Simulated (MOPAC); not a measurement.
MOPAC input (MNDO):

```
MNDO 1SCF GEO-OK AUX(PRECISION=9) THREADS=1
C6H6

C     0.00294306 1    1.39046446 1    0.00403829 1
C     1.20564233 1    0.69266801 1    0.00734657 1
C     1.20269927 1   -0.69779645 1    0.00330827 1
C    -0.00294306 1   -1.39046446 1   -0.00403829 1
C    -1.20564233 1   -0.69266801 1   -0.00734657 1
C    -1.20269927 1    0.69779645 1   -0.00330827 1
H     0.00523441 1    2.47302785 1    0.00718236 1
H     2.14431017 1    1.23195330 1    0.01306633 1
H     2.13907575 1   -1.24107455 1    0.00588397 1
H    -0.00523441 1   -2.47302785 1   -0.00718236 1
H    -2.14431017 1   -1.23195330 1   -0.01306633 1
H    -2.13907575 1    1.24107455 1   -0.00588397 1
```

Output:

```
 *******************************************************************************
 **                                                                           **
 **                              MOPAC v23.2.5                                **
 **                                                                           **
 *******************************************************************************
 ** MOPAC's Digital Object Identifier: https://doi.org/10.5281/zenodo.6511958 **
 **                                                                           **
 ** Please cite the open-source release paper for use of this MOPAC version:  **
 ** J. E. Moussa and J. J. P. Stewart (2026)                                  **
 ** MOPAC: An open-source semiempirical molecular orbital program             **
 ** J. Open Source Softw., 11(119), 8025, https://doi.org/10.21105/joss.08025 **
 *******************************************************************************

                              MNDO CALCULATION RESULTS

 *******************************************************************************
 *  MNDO       - The MNDO Hamiltonian to be used
 *  GEO-OK     - OVERRIDE INTERATOMIC DISTANCE AND OTHER SAFETY CHECKS
 *  1SCF       - DO 1 SCF AND THEN STOP
 *  AUX        - OUTPUT AUXILIARY INFORMATION
 *******************************************************************************
MNDO 1SCF GEO-OK AUX(PRECISION=9) THREADS=1
 C6H6

   ATOM   CHEMICAL          X               Y               Z
  NUMBER   SYMBOL      (ANGSTROMS)     (ANGSTROMS)     (ANGSTROMS)

     1       C          0.00294306  *   1.39046446  *   0.00403829  *
     2       C          1.20564233  *   0.69266801  *   0.00734657  *
     3       C          1.20269927  *  -0.69779645  *   0.00330827  *
     4       C         -0.00294306  *  -1.39046446  *  -0.00403829  *
     5       C         -1.20564233  *  -0.69266801  *  -0.00734657  *
     6       C         -1.20269927  *   0.69779645  *  -0.00330827  *
     7       H          0.00523441  *   2.47302785  *   0.00718236  *
     8       H          2.14431017  *   1.23195330  *   0.01306633  *
     9       H          2.13907575  *  -1.24107455  *   0.00588397  *
    10       H         -0.00523441  *  -2.47302785  *  -0.00718236  *
    11       H         -2.14431017  *  -1.23195330  *  -0.01306633  *
    12       H         -2.13907575  *   1.24107455  *  -0.00588397  *

          CARTESIAN COORDINATES

    NO.       ATOM           X           Y           Z

     1         C          0.0029      1.3905      0.0040
     2         C          1.2056      0.6927      0.0073
     3         C          1.2027     -0.6978      0.0033
     4         C         -0.0029     -1.3905     -0.0040
     5         C         -1.2056     -0.6927     -0.0073
     6         C         -1.2027      0.6978     -0.0033
     7         H          0.0052      2.4730      0.0072
     8         H          2.1443      1.2320      0.0131
     9         H          2.1391     -1.2411      0.0059
    10         H         -0.0052     -2.4730     -0.0072
    11         H         -2.1443     -1.2320     -0.0131
    12         H         -2.1391      1.2411     -0.0059

  H: (MNDO): M.J.S. DEWAR, W. THIEL, J. AM. CHEM. SOC., 99, 4899, (1977)
  C: (MNDO): M.J.S. DEWAR, W. THIEL, J. AM. CHEM. SOC., 99, 4899, (1977)

           Empirical Formula: C6 H6  =    12 atoms

      MOLECULAR POINT GROUP   :   D6h

      RHF CALCULATION, NO. OF DOUBLY OCCUPIED LEVELS = 15

 -------------------------------------------------------------------------------
 MNDO 1SCF GEO-OK AUX(PRECISION=9) THREADS=1
 C6H6

     1SCF WAS SPECIFIED, SO BFGS WAS NOT USED
     SCF FIELD WAS ACHIEVED

                              MNDO CALCULATION
                                                       MOPAC v23.2.5 Linux

          FINAL HEAT OF FORMATION =         22.76580 KCAL/MOL =      95.25213 KJ/MOL

          COSMO AREA              =        118.30 SQUARE ANGSTROMS
          COSMO VOLUME            =        106.72 CUBIC ANGSTROMS

          IONIZATION POTENTIAL    =          9.499033 EV
          HOMO LUMO ENERGIES (EV) =         -9.499  0.403
          NO. OF FILLED LEVELS    =         15
          MOLECULAR WEIGHT        =         78.1134         POINT GROUP:  D6h

          MOLECULAR DIMENSIONS (Angstroms)

            Atom       Atom       Distance
            H    11    H     8     4.94609
            H    10    H     7     4.28344
            C     1    C     4     0.00000

          SCF CALCULATIONS        =          1

   ATOM   CHEMICAL          X               Y               Z
  NUMBER   SYMBOL      (ANGSTROMS)     (ANGSTROMS)     (ANGSTROMS)

     1       C          0.00294306  *   1.39046446  *   0.00403829  *
     2       C          1.20564233  *   0.69266801  *   0.00734657  *
     3       C          1.20269927  *  -0.69779645  *   0.00330827  *
     4       C         -0.00294306  *  -1.39046446  *  -0.00403829  *
     5       C         -1.20564233  *  -0.69266801  *  -0.00734657  *
     6       C         -1.20269927  *   0.69779645  *  -0.00330827  *
     7       H          0.00523441  *   2.47302785  *   0.00718236  *
     8       H          2.14431017  *   1.23195330  *   0.01306633  *
     9       H          2.13907575  *  -1.24107455  *   0.00588397  *
    10       H         -0.00523441  *  -2.47302785  *  -0.00718236  *
    11       H         -2.14431017  *  -1.23195330  *  -0.01306633  *
    12       H         -2.13907575  *   1.24107455  *  -0.00588397  *

                             CARTESIAN COORDINATES

   1    C        0.002943060     1.390464460     0.004038290
   2    C        1.205642330     0.692668010     0.007346570
   3    C        1.202699270    -0.697796450     0.003308270
   4    C       -0.002943060    -1.390464460    -0.004038290
   5    C       -1.205642330    -0.692668010    -0.007346570
   6    C       -1.202699270     0.697796450    -0.003308270
   7    H        0.005234410     2.473027850     0.007182360
   8    H        2.144310170     1.231953300     0.013066330
   9    H        2.139075750    -1.241074550     0.005883970
  10    H       -0.005234410    -2.473027850    -0.007182360
  11    H       -2.144310170    -1.231953300    -0.013066330
  12    H       -2.139075750     1.241074550    -0.005883970

           Empirical Formula: C6 H6  =    12 atoms

      MOLECULAR POINT GROUP   :   D6h

                  EIGENVALUES
 -42.94184 -33.27077 -33.27077 -23.39156 -23.39156 -17.71312 -16.74711 -15.34204
 -14.52430 -14.52430 -12.81519 -12.50783 -12.50783  -9.49903  -9.49903   0.40258
   0.40258   2.74279   3.93167   3.93167   4.46852   4.96980   4.96980   4.98436
   5.73312   5.96623   5.96623   6.25127   6.25127   6.57109

              NET ATOMIC CHARGES AND DIPOLE CONTRIBUTIONS

  ATOM NO.   TYPE          CHARGE      No. of ELECS.   s-Pop       p-Pop
    1          C          -0.058212        4.0582     1.20196     2.85626
    2          C          -0.058212        4.0582     1.20196     2.85626
    3          C          -0.058212        4.0582     1.20196     2.85626
    4          C          -0.058212        4.0582     1.20196     2.85626
    5          C          -0.058212        4.0582     1.20196     2.85626
    6          C          -0.058212        4.0582     1.20196     2.85626
    7          H           0.058212        0.9418     0.94179
    8          H           0.058212        0.9418     0.94179
    9          H           0.058212        0.9418     0.94179
   10          H           0.058212        0.9418     0.94179
   11          H           0.058212        0.9418     0.94179
   12          H           0.058212        0.9418     0.94179
 DIPOLE           X         Y         Z       TOTAL
 POINT-CHG.    -0.000    -0.000    -0.000     0.000
 HYBRID         0.000     0.000     0.000     0.000
 SUM           -0.000    -0.000    -0.000     0.000

          ATOMIC ORBITAL ELECTRON POPULATIONS

     Atom    s        px        py        pz
    1  C   1.20196   0.91724   0.93902   1.00000
    2  C   1.20196   0.93361   0.92264   1.00000
    3  C   1.20196   0.93353   0.92272   1.00000
    4  C   1.20196   0.91724   0.93902   1.00000
    5  C   1.20196   0.93361   0.92264   1.00000
    6  C   1.20196   0.93353   0.92272   1.00000
    7  H   0.94179
    8  H   0.94179
    9  H   0.94179
   10  H   0.94179
   11  H   0.94179
   12  H   0.94179

 **********************
 *                    *
 * JOB ENDED NORMALLY *
 *                    *
 **********************

 == MOPAC DONE ==
```
